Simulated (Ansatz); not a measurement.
Two structures of AlN2H9, closed shell, reached by relaxing down either side of one saddle point (PBE0-D4/def2-TZVP). Energies are electronic, without zero-point energy. Ansatz 0.2.0; basis: def2-TZVPP and def2-QZVPP; cores frozen in the correlated methods. Extrapolation: Hartree–Fock as exp(−7.88 √X), correlation as X^−2.97. First:

Al1  (-0.922, -0.692, -1.371)
H2  (0.385, 0.167, -1.778)
H3  (-0.798, -2.277, -1.589)
H4  (-2.330, 0.001, -1.701)
H5  (-0.036, 0.022, 0.938)
N6  (-0.858, -0.549, 0.661)
H7  (1.521, 1.015, -0.218)
N8  (1.546, 1.087, 0.798)
H9  (-0.778, -1.462, 1.093)
H10  (-1.695, -0.108, 1.026)
H11  (2.440, 0.724, 1.107)
H12  (1.524, 2.072, 1.034)
(Å)

Second:

Al1  (-1.124, -0.814, -1.035)
H2  (0.574, 0.298, -1.894)
H3  (-0.461, -2.094, -1.692)
H4  (-2.033, 0.224, -1.814)
H5  (0.711, 0.537, 1.127)
N6  (-1.160, -0.744, 0.753)
H7  (0.835, 0.505, -1.204)
N8  (1.517, 1.065, 0.799)
H9  (-0.860, -1.508, 1.339)
H10  (-1.784, -0.143, 1.268)
H11  (2.349, 0.661, 1.212)
H12  (1.436, 2.013, 1.142)
(Å)

Question: Which bonds change from the first to the second?

Answer: AlH₃ + NH₃ + NH₃ → AlNH₄ ([NH2][AlH2]) + NH₃ + H₂; bonds formed: H2–H7, H5–N8; dative contacts that become bonds: Al1–N6; bonds broken: Al1–H2, H5–N6, H7–N8.

Question: Give the saddle point's structure and its height above each. (An estimate is asked for; the value comes from the calculation.)

Answer: By the calculation: 26.79 kcal/mol above the first and 10.93 kcal/mol above the second (CCSD(T) at an estimated basis limit (MP2 extrapolated from triple and quadruple zeta, plus CCSD(T) − MP2 in triple zeta)).
| atom | x (Å) | y (Å) | z (Å) |
| --- | --- | --- | --- |
| Al1 | -0.9021 | -0.6655 | -1.0956 |
| H2 | 0.5420 | 0.2936 | -1.4465 |
| H3 | -0.4758 | -2.0965 | -1.6664 |
| H4 | -2.0423 | 0.2181 | -1.7847 |
| H5 | 0.5567 | 0.4319 | 1.0704 |
| N6 | -0.9462 | -0.5999 | 0.7744 |
| H7 | 0.9571 | 0.6177 | -0.5879 |
| N8 | 1.3552 | 0.9478 | 0.6227 |
| H9 | -0.8564 | -1.4966 | 1.2369 |
| H10 | -1.7661 | -0.1543 | 1.1685 |
| H11 | 2.2526 | 0.5640 | 0.8892 |
| H12 | 1.3250 | 1.9398 | 0.8191 |

T1 diagnostic: at most 0.010. The start structure is not quite a true minimum (one mode of 64i cm⁻¹). The end structure is not quite a true minimum (one mode of 36i cm⁻¹).

The step is the kind of exchange with an N–H group that builds nitride films in atomic layer and chemical vapour deposition.

Labels in which every atom is bracketed show which atoms are joined, not bond orders.

For scale, one of the runs: CCSD(T)/def2-TZVPP, 230 basis functions (an equivalent command: `ansatz run in.yaml --threads 4`). Hardware: 4 CPU threads, shared host. Wall time 56 s; peak host memory 3.9 GiB.
